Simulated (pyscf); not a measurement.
H₂O (SMILES O) + •O–ZnH (SMILES [O][ZnH]) → •O–Zn–OH (SMILES [O][Zn][OH]) + H₂ (SMILES [H][H]) (four-centre exchange; doublet surface; H–O, H–Zn broken, O–Zn, H–H formed). PySCF, gas phase, ωB97X-D3(BJ)/def2-SVP geometries. Energies in eV from the separated reactants.

```csv
level,barrier,reaction energy
ωB97X-D3(BJ)/def2-TZVP,[?],-0.13
PBE/def2-TZVP,0.68,-0.18
r²SCAN/def2-TZVP,0.68,-0.19
PBE0-D3(BJ)/def2-TZVP,0.78,-0.07
M06-2X/def2-TZVP,[?],[?]
HF/def2-TZVP,1.29,+0.01
```

Complete the blanks.


- ωB97X-D3(BJ)/def2-TZVP, barrier: 0.84
- M06-2X/def2-TZVP, barrier: 0.69
- M06-2X/def2-TZVP, reaction energy: -0.22

The functionals in the table span 0.16 eV in this barrier, from PBE to ωB97X-D3(BJ). On the reactant side the descent ends in an adduct with a O–Zn contact (not fully relaxed), 0.49 eV under the separated species and 1.33 eV under the saddle at ωB97X-D3(BJ)/def2-TZVP. What is counted as formed (O–Zn) is already present as a longer contact in the reactant adduct; forming that adduct is a step of its own. At the saddle there is also a short H–Zn contact that neither side keeps. •O–ZnH lies 1.64 eV over its isomer [HO–Zn]•, and others may lie lower still (electronic energy, ωB97M-D3(BJ)). This is the saddle that the search found; another between the same sides may lie lower. The term symbol of open-shell •O–ZnH was not checked; spin-orbit terms are left out. Elements up to Kr have no core potential and no relativistic terms here.
